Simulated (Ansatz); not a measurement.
# H₂F (doublet): from Hartree-Fock to the top rungs at distance H1–H2 along a hydrogen transfer = 0.782 Å, cc-pVTZ

How much of the correlation energy of H₂F (doublet) does each wave-function method recover here?

Program: Ansatz 0.2.0, Gaussian basis. Level of theory: cc-pVTZ, core rule «outside noble gas», up to 1 orbitals frozen. These are calculated values, not measurements.

Plan: UHF; CCSD(T) on ROHF; CCSD(T) on UHF; BCCD(T) on ROHF; CISD; CCSDT(Q) on ROHF; CCSDT(Q) on UHF; CASSCF and NEVPT2, 3 electrons in 3 orbitals; CASSCF and MRCISD+Q, 9 electrons in 6 orbitals; CASSCF and NEVPT2, 9 electrons in 6 orbitals.

6 further runs of the same task are left out: 6 that didn't finish.

## Step 1: The system

The geometry derives from fragments relaxed apart (PBE0/def2-TZVP) and kept rigid, so it is no stationary point. A hydrogen atom is moved between rigid fragments.

3 atoms, charge 0, spin multiplicity 2.

Atoms are counted from 1 here; the program's logs count them from 0.

Bond lengths: H1–H2 0.782 Å, H2–F3 1.119 Å. Angles: H1–H2–F3 180.0°.

## Step 2: UHF

in.yaml reads:

```yaml
crystal:
  periodic: [false, false, false]
  atoms:
    - {symbol: H, position_ang: [0.000000, 0.000000, -0.894333]}
    - {symbol: H, position_ang: [0.000000, 0.000000, -0.112333]}
    - {symbol: F, position_ang: [0.000000, 0.000000, 1.006667]}
basis:
  gaussian: {orbitals: cc-pVTZ}
magnetization: {spin_polarized: true, initial_magnetization: 1}
hamiltonian: {xc: hf}
output: {orbitals: {seedname: orbitals}}
```

Run with:

```
ansatz run in.yaml --threads 1 --pin off --events-out ev --progress --plain --max-ram 2393MiB
```

The runs that follow: CCSD(T) on ROHF; CCSD(T) on UHF; BCCD(T) on ROHF; CISD; CCSDT(Q) on ROHF; CCSDT(Q) on UHF; CASSCF and NEVPT2, 3 electrons in 3 orbitals; CASSCF and MRCISD+Q, 9 electrons in 6 orbitals; CASSCF and NEVPT2, 9 electrons in 6 orbitals.

**Question.** What will the summary of the whole plan be? Wanted: UCCSDT(Q) below the RHF energy; RMP2 from UCCSDT(Q); UMP2 from UCCSDT(Q); RCCSD from UCCSDT(Q); RCCSD(T) from UCCSDT(Q); UCCSD(T) from UCCSDT(Q); RCCSDT(Q) from UCCSDT(Q); NEVPT2 pair from UCCSDT(Q); NEVPT2 valence from UCCSDT(Q).

As calculated:

| quantity | value |
| --- | --- |
| UCCSDT(Q) below the RHF energy | -8.3932 eV |
| RMP2 from UCCSDT(Q) | +347.5 meV |
| UMP2 from UCCSDT(Q) | +568.1 meV |
| RCCSD from UCCSDT(Q) | +220.2 meV |
| RCCSD(T) from UCCSDT(Q) | +15.4 meV |
| UCCSD(T) from UCCSDT(Q) | +17.2 meV |
| RCCSDT(Q) from UCCSDT(Q) | +0.9 meV |
| NEVPT2 pair from UCCSDT(Q) | +401.9 meV |
| NEVPT2 valence from UCCSDT(Q) | +970.0 meV |
| MRCISD+Q valence from UCCSDT(Q) | +114.7 meV |
| levels within 1 kcal/mol (43 meV) | RCCSD(T), UCCSD(T), BCCD(T), RCCSDT, UCCSDT, RCCSDT(Q) |
| T1 diagnostic | 0.021 |
| effectively unpaired electrons | 1.01 |

In words: RCCSD(T) lands +15.4 meV from the yardstick (0.2 % of the correlation energy). One determinant dominates. Of the multireference levels listed MRCISD+Q valence comes nearest in total energy (+114.7 meV), which doesn't show that its space is the better one. These misses are within one basis, not against nature; the frozen cores of restricted and unrestricted runs differ, which can shift their rows.
